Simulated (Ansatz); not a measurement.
For zinc-blende AlP, PBE (Ansatz, an electronic-structure program, plane waves, PAW) gives:

- band gap at the measured cell: 1.59 eV
- elastic constant C11: 125 GPa
- elastic constant C44: 60.5 GPa
- Voigt–Reuss–Hill shear modulus: 46.9 GPa

Problem. What does B3LYP (VWN-RPA form) in Ansatz (plane waves, PAW) give for the same quantities?

Solution. 
- band gap at the measured cell: 2.94 eV (rises by 1.35 eV)
- elastic constant C11: 135 GPa (grows by 8.0 %)
- elastic constant C44: 68.4 GPa (goes up by 13 %)
- Voigt–Reuss–Hill shear modulus: 53.9 GPa (goes up by 15 %)

For comparison: band gap 2.54 eV (measured, zero-point renormalisation of 0.02 eV added back here (the table's ZPR column); inputs from Chen et al. (2018), doi:10.1103/physrevmaterials.2.073803).

Changes are worked out from the printed values.

Unless a cell is named, each level is at its own relaxed cell.

Density-functional gaps are differences of (generalised) Kohn–Sham levels.

Ansatz's density-functional and Hartree–Fock values are scalar-relativistic unless marked +SOC, with PAW data made under PBE.
